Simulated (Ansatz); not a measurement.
Reaction: NH3 (azane, SMILES N) → NH3 (parent SMILES N, triplet)
Each species at its own B3LYP-D3(BJ)/def2-TZVP minimum (Ansatz, a quantum-chemistry and plane-wave program).

Total energies in hartree (Ansatz). UHF or UKS for unpaired electrons; spin-orbit terms are left out. Correlated methods leave the cores frozen. No relativity. The spin of H3N (parent SMILES N, triplet) was assumed, and the state is the lowest solution found for it.

```tsv
species	HF/cc-pVTZ	CCSD(T)/cc-pVTZ	HF/cc-pVQZ	CCSD(T)/cc-pVQZ	CCSDT(Q)/cc-pVQZ
1: NH3 (SMILES N)	-56.21775	-56.47304	-56.22299	-56.49297	-56.49347
2: NH3 (parent SMILES N, triplet)	-56.03071	-56.26022	-56.04086	-56.28160	-56.28246
```

**Question.** Work out the adiabatic triplet-singlet gap (electronic) in kJ/mol: take Hartree-Fock from cc-pVQZ, extrapolate the CCSD(T) correlation energy as X^-3 (X = 3, 4), and add CCSDT(Q) - CCSD(T) in cc-pVQZ. 1 hartree = 2625.5 kJ/mol.

**Answer.** 
Species 1: correlation (64·(-0.26998) - 27·(-0.25529))/37 = -0.28070; step -0.00050; E1 = -56.22299 + (-0.28070) + (-0.00050) = -56.50419
Species 2: correlation (64·(-0.24074) - 27·(-0.22951))/37 = -0.24893; step -0.00086; E2 = -56.04086 + (-0.24893) + (-0.00086) = -56.29065
-1·E1 +1·E2 = 0.21354 hartree = 560.6 kJ/mol.
